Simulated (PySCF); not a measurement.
Gas-phase reaction: SiH4 + 2 O + 4 F → SiF4 + 2 H2O

Method: PySCF energies plus ideal-gas RRHO corrections (1 bar). The comparison is the NASA 1993 polynomial table, which mixes measured and estimated data. † marks an energy on the PBE0/def2-TZVP geometry and frequencies. CCSD(T) freezes the core. Open shells (unrestricted): O (multiplicity 3), F (multiplicity 2); the rest are closed-shell singlets. Spin-orbit splitting is ignored; it lowers the true energy and changes the entropy of O, F. CCSD(T) isn't extrapolated to the basis-set limit.

r2SCAN/def2-TZVP† gives ΔH°(298 K) = -2877.0 kJ.

Problem. What does CCSD(T)/def2-SVP† give, and where does the table lie?

Solution. CCSD(T)/def2-SVP†: -2589.8 kJ. Table: -2948.8 kJ.
